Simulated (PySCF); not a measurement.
# S₂+: from the state search to spectroscopic constants

The task here is to estimate one member of a computed series from the others.

Method: S def2-SVP, no relativity; program: PySCF 2.14.0.

Set-up of the first run:

Settings of the job:

| Item | Value |
| --- | --- |
| atoms | S, S |
| charge | 1 |
| basis | S def2-SVP |
| Hamiltonian | no relativity |
| basis functions | 36 |
| electrons treated | 31 |
| masses in u | 31.9721, 31.9721 |
| levels | PBE0, PBE, r²SCAN, B97-3, BLYP, BP86, HSE06, HF, MP2, SCS-MP2, CCSD, CCSD(T) |
| grid | 80 radial by 434 angular points |
| occupations | held fixed by the projection of orbital angular momentum |
| dissociation limit | S+ + S, each in its ground configuration |
| starting distance in angstrom | 2.070 |
| values of 2S to try | 1, 3, 5 |

Launch:

```sh
> OMP_NUM_THREADS=1 python dia.py task.json out
```

Steps of the session up to this table: Input; The PBE0 curve of the state that the search chose; Other states along the same grid; PBE; r²SCAN (meta-GGA); B97-3; BLYP (GGA); BP86 (GGA); HSE06; UHF (mean field); MP2 and coupled cluster.

One table of the session follows, with a row left open; its other results are not shown here.

Energy (eV) from each level's lowest point:

```
R (Å)    UHF  UHF-MP2  UHF-SCS-MP2  UHF-CCSD  UHF-CCSD(T)
1.575  1.830    2.510        2.469       n/a          n/a
1.649  0.698    1.210        1.175     1.083        1.171
1.722  0.141    0.461        0.434     0.366        0.422
1.777  0.000    0.160        0.141     0.098        0.127
1.832  0.036    0.020        0.010     0.000        0.000
1.887  0.208    0.000        0.000     0.031        0.000
1.960  0.588    0.099        0.115     0.217        0.141
2.052      ?        ?            ?         ?            ?
2.162  2.113    0.687        0.761     1.166        0.950
2.308  3.361    1.106        1.237       n/a          n/a
```

**Question.** Estimate the row for R (Å) = 2.052.

Worked estimate for «UHF». A straight line through the neighbours (1.960, 0.588) and (2.162, 2.113) gives 0.588 + (2.113 − 0.588) × (2.052 − 1.960) / (2.162 − 1.960) = 1.283; a parabola fitted to 4 rows on both sides gives 1.248.

The run gave: UHF: 1.224; UHF-MP2: 0.339; UHF-SCS-MP2: 0.378; UHF-CCSD: 0.597; UHF-CCSD(T): 0.461. In «UHF» the line misses by +0.059 and the parabola by +0.024.

State 2 has its PBE0 minimum 1.84 eV higher. The other levels ran on the lowest alone.
